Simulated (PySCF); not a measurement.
**Continuum solvent and chemical shifts**

Cartesian coordinates in Å; atom numbers follow the order of the lines, from 1:
```xyz
18

C    -2.3954    0.6830   -0.4173
C    -1.1324   -0.0392    0.0232
C    -0.1860   -0.3682   -1.1240
C     1.0728   -1.1230   -0.6971
N     1.9301   -0.4493    0.2533
N     2.4131    0.7718   -0.2300
H    -2.9739    0.0729   -1.1295
H    -3.0535    0.9125    0.4347
H    -2.1557    1.6329   -0.9221
H    -0.6039    0.5784    0.7724
H    -1.4017   -0.9725    0.5504
H    -0.7220   -0.9675   -1.8801
H     0.1161    0.5619   -1.6374
H     0.7906   -2.0918   -0.2470
H     1.6806   -1.3488   -1.5879
H     1.4654   -0.3631    1.1579
H     1.8026    1.5631   -0.0147
H     3.3240    0.9596    0.1801
```

GIAO PBE0/pcSseg-1 in PySCF 2.14.0 with density-fitted response routines on one PBE0-D3(BJ)/def2-SVP conformer, non-relativistic, equivalent nuclei averaged. Solvents enter as an IEF-PCM continuum (cyclohexane with ε = 2.0, acetonitrile with ε = 35.7) around the gas-phase geometry. Shifts are referred to TMS computed in the same medium.

Gas phase, δ in ppm: C4 54.6, C3 29.9, C2 22.0, C1 16.5, H14/H15 2.66, H17/H18 2.54, H16 2.17, H12/H13 1.23, H7/H8/H9 1.01, H10/H11 0.97. Dipole moment 1.79 D.

Q: How does each δ change in the continuum?

A: 
```json
{"atoms": "C4", "environment": "sp3 CH2 bonded to N", "Δδ, cyclohexane": "+0.4", "Δδ, acetonitrile": "+1.1"}
{"atoms": "C3", "environment": "sp3 CH2", "Δδ, cyclohexane": "+0.3", "Δδ, acetonitrile": "+0.8"}
{"atoms": "C2", "environment": "sp3 CH2", "Δδ, cyclohexane": "+0.1", "Δδ, acetonitrile": "+0.1"}
{"atoms": "C1", "environment": "methyl carbon", "Δδ, cyclohexane": "+0.1", "Δδ, acetonitrile": "+0.3"}
{"atoms": "H14/H15", "environment": "hydrogen on an sp3 CH2 bonded to N", "Δδ, cyclohexane": "-0.02", "Δδ, acetonitrile": "-0.07"}
{"atoms": "H17/H18", "environment": "hydrogen on a nitrogen bonded to O or N", "Δδ, cyclohexane": "+0.12", "Δδ, acetonitrile": "+0.34"}
{"atoms": "H16", "environment": "hydrogen on a nitrogen bonded to O or N", "Δδ, cyclohexane": "+0.15", "Δδ, acetonitrile": "+0.44"}
{"atoms": "H12/H13", "environment": "hydrogen on an sp3 CH2", "Δδ, cyclohexane": "-0.01", "Δδ, acetonitrile": "-0.05"}
{"atoms": "H7/H8/H9", "environment": "hydrogen on a methyl carbon", "Δδ, cyclohexane": "-0.01", "Δδ, acetonitrile": "-0.03"}
{"atoms": "H10/H11", "environment": "hydrogen on an sp3 CH2", "Δδ, cyclohexane": "+0.04", "Δδ, acetonitrile": "+0.13"}
```

Changes are relative to the gas phase. The dipole moment becomes 1.98 D in cyclohexane, 2.40 D in acetonitrile.

Q: Which of the listed nuclei move most (in ppm), and what does the model miss? (N and O are left out, as their reference compounds move with the solvent too.)

A: C4 (sp3 CH2 bonded to N, +1.1 ppm) in acetonitrile. A continuum only polarises the solute; specific hydrogen bonds, the anisotropy of aromatic solvents and changes of geometry or conformer are outside it.
